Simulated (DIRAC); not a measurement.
# CF+ at SVWN3/aug-cc-pVDZ-DK (sfX2C, uncontracted yes)

Aim: the energy of CF+. 

The calculation is run with DIRAC 26.1 (patched).

## Step 1: The system as given

CF+ has 2 atoms, charge +1, and is taken as a singlet. Geometry: optimised at PBE0/X2C-SO.

Bond lengths: C1–F2 1.160 Å.

## Step 2: A single-point energy at SVWN3/aug-cc-pVDZ-DK (sfX2C, uncontracted yes)

CF.xyz

```xyz
2

C       0.00000000      0.00000000      0.00000000
F       0.00000000      0.00000000      1.16049063
```

scf.inp

```
**DIRAC
.TITLE
 CF, sfX2C
.WAVE FUNCTION
.PROPERTIES
**HAMILTONIAN
.X2C
.SPINFREE
.DFT
SVWN3
**INTEGRALS
*READIN
.UNCONTRACT
**WAVE FUNCTION
.SCF
*SCF
.CLOSED SHELL
 14
.MAXITR
 80
.EVCCNV
 1.0E-04
**PROPERTIES
.DIPOLE
**MOLECULE
*BASIS
.DEFAULT
aug-cc-pVDZ-DK
*CHARGE
.CHARGE
 1
*END OF
```

Run with:

```
$ pam --inp=scf.inp --mol=CF.xyz --noarch --mw=122 --aw=276
```

Q: Predict the results. Wanted: total energy; HOMO energy; LUMO energy; HOMO–LUMO gap.

Computed results:

Level: SVWN3/aug-cc-pVDZ-DK (sfX2C, uncontracted yes).

```
     quantity          value
 total energy  -136.83969 Eh
  HOMO energy      -20.67 eV
  LUMO energy      -14.77 eV
HOMO–LUMO gap        5.90 eV
```
